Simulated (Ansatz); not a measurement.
# Structure relaxation of Ta

The calculation used DFT PBEsol, scalar-relativistic, plane waves, PAW in Ansatz.

Ta was placed on the black phosphorus structure type (Cmce, No. 64), at a guessed volume.

Input of the last, converged step (default PAW datasets):

```yaml
crystal:
  lattice:
    - [0.0, 2.3564625236, 5.0231194276]
    - [1.5555590333, 0.0, 5.0231194276]
    - [1.5555590333, 2.3564625236, 0.0]
  atoms:
    - { symbol: Ta, position: [0.8646943113, 0.8646943113, 0.1353056887] }
    - { symbol: Ta, position: [0.1353056887, 0.1353056887, 0.8646943113] }
basis:
  ecutwfc: 420
kpoints:
  mp_grid: { grid: [22, 22, 22] }
hamiltonian:
  xc: pbesol
scf:
  occupations: { method: gaussian, width: 0.1 }
output:
  forces: true
  stress: true
  eigenvalues: true
relax:
  adjacent_minimum: "off"
  f_tol: 0.01
  max_steps: 80
  cell: { stress_tol: 0.05 }
```

It can be run as:

```bash
ansatz run input.yaml --threads 1 --pin off --backend cpu --events-out ev --progress --plain --runs-dir out  # memory cap (--max-ram) not shown
```

The program printed at the end:

```
SCF converged after 7 iterations
Free energy (F): -19612.152936 eV
Harris-Foulkes:  -19612.152936 eV  (|F-HF|=3.64e-12)
Internal energy: -19612.144785 eV  (E = F + TS)
E sigma→0 (E₀):  -19612.148861 eV
Entropy (-TS):   -0.008152 eV (-4.076 meV/atom)
Fermi energy:    18.428276 eV
--- Per-component energies (eV) ---
  E_band       = -224.413268
  E_kinetic    = 732.874253
  E_local      = -1184.448706  (includes V_loc(G=0)·N_el)
  E_nonlocal   = 36.206381
  E_hartree    = 414.432568
  E_xc         = -433.701201
  E_vxc        = -407.289016  (∫ρ·V_xc dr)
  E_paw        = -16545.393747  (= ΣΔE_a)
  E_vpaw       = -230.621611  (= ΣTr[D̂ρ^β])
  E_aug_tail   = 0.000292  (compensation charges beyond the density's cutoff)
  E_ewald      = -2632.541919
  E_core_change = 0.427293  (= ΣΔE_core)
  E_smearing   = -0.008152  (= −TS)
  E_closure    = 0.000000  (closes the sum)
  Σ components = -19612.152936   (vs F -19612.152936, Δ=0.00e0)
--- Forces (eV/Å), atoms counted from 1 ---
  atom   1  Ta     0.00000000     0.00000000    -0.00000591
  atom   2  Ta     0.00000000     0.00000000     0.00000591
  max |Σ_I F_I| component: 1.69e-21 eV/Å
--- Stress (GPa, compression-positive) ---
        0.004566       0.000000       0.000000
        0.000000       0.003279       0.000000
        0.000000       0.000000      -0.005026
  P = ⅓ Tr σ = 0.0009 GPa (0.009 kbar)
--- Relaxed structure (5 steps of the walk, 4 accepted, 1 SCFs on fresh bases) ---
  F+E_penalty+E_count = -19612.15293639 eV   max|allowed force component| = 5.908e-6 eV/Å   (the final SCF, on the basis selected at the relaxed cell)
  cell:  # Å, volume = 36.9079 Å³
    - [0.000000, 2.365815, 5.015111]
    - [1.555349, 0.000000, 5.015111]
    - [1.555349, 2.365815, 0.000000]
  atoms:
    - { symbol: Ta, position: [0.864901, 0.864901, 0.135099] }
    - { symbol: Ta, position: [0.135099, 0.135099, 0.864901] }
```

Total energies depend on the potentials used, so only differences within one code and one set of settings carry meaning.

The result has space group Fmmm (No. 69). Around Ta lie 7 Ta at 2.71–2.83 Å, 2 Ta at 3.11 Å and 2 Ta at 3.30 Å.

It lies 0.42 eV/atom above the element's standard state at the same level.

For metals, differences of a few meV/atom aren't resolved. Spin–orbit coupling is left out.

Symmetry constrained the relaxation, so the result can be a saddle point.